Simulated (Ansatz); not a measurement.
A nudged elastic band was laid between two geometries of AlClH3N (6 atoms, charge 0, multiplicity 1).

The calculation used RKS B3LYP-D4/def2-SVP (Ansatz).

```json
{
  "movable images": "5",
  "climbing image": "yes",
  "spring": "5.0 eV/Å²",
  "optimiser": "quadratic models (default)",
  "start path": "through a guess of the saddle point",
  "force threshold": "0.05 eV/Å",
  "iteration limit": "60",
  "end points": "relaxed"
}
```

First end point:

```xyz
6
Properties=species:S:1:pos:R:3
Al 0.311 0.057 -0.023
Cl 0.523 -0.502 2.005
H 1.555 0.511 -0.866
N -1.309 -0.007 -0.720
H -2.148 -0.293 -0.223
H -1.540 0.235 -1.679
```

Last end point:

```xyz
6
Properties=species:S:1:pos:R:3
Al 0.080 0.462 -1.519
Cl 1.041 -0.298 1.600
H 2.153 0.048 1.041
N -1.590 0.024 -0.986
H -1.874 -0.297 -0.061
H -2.418 0.061 -1.582
```

**Question.** What changes between the two ends?

**Answer.** Bonds broken: Al1–Cl2, Al1–H3. Bonds formed: Cl2–H3. AlClH3N becomes AlH2N + ClH.

**Question.** Give the energies along the band, and the barrier.

**Answer.** The run converged. The highest image is number 3 of 0 to 6, 293.9 kJ/mol above the first end and 48.7 kJ/mol above the last; the last end lies 245.2 kJ/mol above the first. Neighbouring images differ by up to 1.4 eV, so the band resolves the path poorly. A vibrational analysis at the climbing image gives one clearly imaginary mode, 888i cm⁻¹: a first-order saddle point. The orbitals stay closed-shell, which can raise the energy where a bond breaks towards radicals; this wasn't checked here.

```
image  path coordinate (Å)  energy (kJ/mol)  Al1–Cl2 (Å)  Al1–H3 (Å)  Cl2–H3 (Å)
    0                 0.00              0.0         2.11        1.57        3.21
    1                 0.61             29.3         2.12        1.56        2.85
    2                 1.22            164.3         2.23        1.55        2.22
    3                 1.83            293.9         2.59        1.71        1.65
    4                 2.32            255.4         3.01        2.18        1.34
    5                 2.83            246.4         3.39        2.75        1.30
    6                 3.33            245.2         3.35        3.32        1.29
```

**Question.** What is the geometry of the highest image?

**Answer.** 
```xyz
6
Properties=species:S:1:pos:R:3
Al 0.323 0.315 -0.785
Cl 0.872 -0.442 1.626
H 1.641 0.157 0.290
N -1.432 0.051 -0.869
H -1.985 -0.314 -0.096
H -2.027 0.234 -1.672
```

Time of the run: 3.2 min on 1 thread of Arm Neoverse V2 (shared host), peak memory 0.12 GiB.
